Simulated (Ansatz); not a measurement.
The end point of a relaxation of AlN. Space group F-43m (No. 216), zinc blende type. Computed with r2SCAN (plane waves to 500 eV, PAW, scalar-relativistic; Ansatz, a program for electronic structure).

```cif
data_Al4N4
_chemical_formula_sum 'N4 Al4'
_space_group_name_H-M_alt 'F-43m'
_space_group_IT_number 216
_space_group_name_Hall 'F -4 2 3'
_cell_length_a 4.36982
_cell_length_b 4.36982
_cell_length_c 4.36982
_cell_angle_alpha 90.000
_cell_angle_beta 90.000
_cell_angle_gamma 90.000
loop_
_atom_site_label
_atom_site_type_symbol
_atom_site_symmetry_multiplicity
_atom_site_Wyckoff_symbol
_atom_site_fract_x
_atom_site_fract_y
_atom_site_fract_z
_atom_site_occupancy
N1 N 4 c 0.25000 0.25000 0.25000 1
Al1 Al 4 a 0.00000 0.00000 0.00000 1
```
(The calculation used a cell of 2 atoms; values per cell refer to that cell.)

**Question.** What is the computed band gap (r2SCAN)?

**Answer.** 3.94 eV, indirect (valence top at or next to Γ, conduction bottom at X) (no spin-orbit coupling).

**Question.** Predict the smallest direct gap from r2SCAN.

**Answer.** 4.84 eV at Γ.

No spin polarisation in the result.

Measured for AlN: a 4.368 Å (static lattice; corrected from measurement; as listed in Daniel Mejia-Rodriguez, S. B. Trickey, Phys. Rev. B (2018)); gap 5.34 eV (as listed in Daiki Deguchi et al., Japanese Journal of Applied Physics (2016)). Computed minus measured — a: r2SCAN 0.0 %; gap: r2SCAN -1.40 eV. The computed values are for a static lattice, and a measured gap can be an optical one, lowered by exciton binding.

The run could not lose the symmetry of its start.

All atoms sit on sites fixed by symmetry, so only the cell could relax.
